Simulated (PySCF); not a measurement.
# Electron affinity of H by level of theory

H⁻ 1s2 (1S) → H 1s1 (2S), as a difference of total energies. Computed with PySCF 2.14 in aug-cc-pVDZ-DK, with the spin-free X2C one-electron Hamiltonian (Gaussian nucleus). Correlated levels: valence: nothing frozen. The calculations carry no spin-orbit coupling.

```
           method  electron affinity (eV)  error (eV)
              UHF                  -0.342      -1.096
              LDA                   0.899      +0.145
              PBE                   0.677      -0.077
             PBE0                   0.594      -0.160
           r2SCAN                   0.691      -0.063
             BLYP                   0.816      +0.062
             TPSS                   0.771      +0.017
           M06-2X                   0.571      -0.183
    MP2 (valence)                   0.343      -0.411
SCS-MP2 (valence)                   0.480      -0.274
```

Reference: 0.754 eV (measured; photodetachment measurements, as compiled on the Wikipedia data page of electron affinities).

Errors of the correlated levels include the incompleteness of this basis.

A negative affinity means that the anion lies above the atom at that level of theory.

In the anion the highest occupied orbital energy is positive at LDA, PBE, PBE0, r2SCAN, BLYP, TPSS, M06-2X, a self-interaction effect; the basis confines that electron, and the energy difference can still be sensible.
